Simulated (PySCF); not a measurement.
CH3, SMILES [CH3] (connectivity only; charge and spin as stated), charge +1, multiplicity 1. Heavy atoms are numbered as in [CH3:1]. Hydrogens are named by the atom that carries them.

Geometry optimised at B3LYP-D3(BJ)/def2-TZVPD. The multiplicity is an assumed one; other spin states were not compared. The isomer is the one that the SMILES or the coordinates give; other isomers of the formula were not compared.

All values below come from KT2/pcSseg-2 in PySCF.

GIAO shieldings, no solvent; atoms alike by connectivity are averaged. δ = σ(ref) − σ: ¹³C against TMS (σ = 184.2 ppm); ¹H against TMS (σ = 31.47 ppm), references at their B3LYP-D3(BJ)/def2-TZVP geometries, non-relativistic.

Q: Estimate the chemical shifts. (The exact figures need the calculation; the answer reports its results.)

A: 
```csv
nucleus,atoms,count,δ (ppm)
¹³C,C1 (CH3),1,389.7
¹H,H on C1,3,15.12
```
